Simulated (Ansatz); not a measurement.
# N₂H₄: taking an electron away

How much energy removes an electron from N₂H₄ at fixed geometry? The cation is run at each level and the neutral's energy taken from earlier runs.

Method: unrestricted cation, the program's frozen cores in correlated methods; program: Ansatz 0.2.0, Gaussian basis.

Levels to be run: UKS PBE-D4/def2-TZVPP; UKS r2SCAN-D4/def2-TZVPP; UKS PBE0-D4/def2-TZVPP; UKS B3LYP-D4/def2-TZVPP; UKS wB97X-V/def2-TZVPP; UKS wB97M-V/def2-TZVPP; UKS B2PLYP/def2-TZVPP; UHF-CCSD(T)/def2-TZVPP; UHF-CCSD(T)/def2-QZVPP; extrapolation to the limit; then −ε(HOMO) from the neutral's earlier runs with LDA (SPW92), PBE-D4, revPBE-D4, BLYP-D4, r2SCAN-D4, B97M-V, PBE0-D4, B3LYP-D4, r2SCANh-D4, r2SCAN0-D4, HSE06-D4, BHLYP-D4, CAM-B3LYP-D4, LC-ωPBE, ωB97X-V, ωB97M-V.

## (1) The geometry

An earlier PBE0-D4 in a triple-zeta def2 set relaxation fixed the geometry.

SMILES `NN`, 6 atoms, charge 0, spin multiplicity 1.

Atoms are counted from 1 here; the program's logs count them from 0.

Bond lengths: N1–N2 1.415 Å, N1–H3 1.014 Å, N1–H4 1.011 Å, N2–H5 1.014 Å, N2–H6 1.011 Å. Angles: N2–N1–H3 112.7°, N2–N1–H4 108.2°, H3–N1–H4 108.3°, N1–N2–H5 112.7°, N1–N2–H6 108.2°, H5–N2–H6 108.3°.

## (2) Cation, UKS PBE-D4/def2-TZVPP

Contents of in.yaml:

```yaml
crystal:
  periodic: [false, false, false]
  atoms:
    - {symbol: N, position_ang: [-0.135136, -0.701671, 0.195893]}
    - {symbol: N, position_ang: [0.447303, 0.583792, 0.089889]}
    - {symbol: H, position_ang: [-1.076249, -0.737573, -0.180483]}
    - {symbol: H, position_ang: [0.438670, -1.352206, -0.322739]}
    - {symbol: H, position_ang: [0.103876, 1.104741, -0.709681]}
    - {symbol: H, position_ang: [0.221526, 1.102906, 0.927131]}
basis:
  gaussian: {orbitals: def2-TZVPP}
total_charge: 1
magnetization: {spin_polarized: true, initial_magnetization: 1}
hamiltonian: {xc: pbe, dispersion: d4}
```

Launch:

```bash
$ ansatz run in.yaml --threads 2 --pin off --events-out ev --progress --plain --max-ram 32768MiB --backend cpu
```

The runs that follow: Cation, UKS r2SCAN-D4/def2-TZVPP; Cation, UKS PBE0-D4/def2-TZVPP; Cation, UKS B3LYP-D4/def2-TZVPP; Cation, UKS wB97X-V/def2-TZVPP; Cation, UKS wB97M-V/def2-TZVPP; Cation, UKS B2PLYP (frozen core)/def2-TZVPP; Cation, UHF-CCSD(T)/def2-TZVPP; Cation, UHF-CCSD(T)/def2-QZVPP.

**Question.** What will the summary of the whole plan be? Wanted: ionisation energy, CCSD(T)/CBS; nearest functional by difference; nearest −ε(HOMO); −ε(HOMO) of PBE; T1 of the cation.

**Answer**, as computed:

| quantity | value |
| --- | --- |
| ionisation energy, CCSD(T)/CBS | 10.27 eV |
| nearest functional by difference | B2PLYP (-0.18 eV) |
| nearest −ε(HOMO) | LC-ωPBE (-0.20 eV) |
| −ε(HOMO) of PBE | 5.55 eV |
| T1 of the cation | 0.049 |

In words: By cation minus neutral, the functionals miss by 0.55 eV at most. −ε(HOMO) of PBE misses by 4.7 eV, since self-interaction lifts the level. Among orbital estimates LC-ωPBE comes nearest. Hartree-Fock falls 1.54 eV short, as the neutral has more correlation energy than the cation. The cation's T1 (from the report) is 0.049, above the customary mark of 0.045 for open shells, so the coupled-cluster value is less safe.
